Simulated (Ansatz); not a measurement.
SrHfN₂ (R-3m, No. 166; cell taken from a computed entry), treated with HSE06 in Ansatz (PAW).

Settings: plane-wave cutoff 460 eV, 8×8×8 k mesh, Fermi–Dirac smearing 0.01 eV, scalar-relativistic PAW data made under PBE.

Cell (relaxed with PBEsol):

```cif
data_HfN2Sr
_chemical_formula_sum 'Sr1 Hf1 N2'
_space_group_name_H-M_alt 'P 1'
_space_group_IT_number 1
_cell_length_a 6.16630
_cell_length_b 6.16630
_cell_length_c 6.16630
_cell_angle_alpha 31.231
_cell_angle_beta 31.231
_cell_angle_gamma 31.231
loop_
_space_group_symop_operation_xyz
  'x, y, z'
loop_
_atom_site_label
_atom_site_type_symbol
_atom_site_fract_x
_atom_site_fract_y
_atom_site_fract_z
_atom_site_occupancy
Sr1 Sr 0.00000 0.00000 0.00000 1
Hf1 Hf 0.50000 0.50000 0.50000 1
N1 N 0.23313 0.23313 0.23313 1
N2 N 0.76687 0.76687 0.76687 1
```

What does this level give for the band gap, smallest direct gap on the k points sampled and Γ–Γ gap?


- band gap = 1.16 eV (on the SCF k mesh)
- smallest direct gap on the k points sampled = 1.81 eV
- Γ–Γ gap = 3.55 eV

Note: cell and atoms aren't relaxed at this level (pressure 3.0 GPa).

Spin–orbit coupling is not included.

Computed values are for the static lattice.

Ansatz is a quantum-chemistry and plane-wave program.
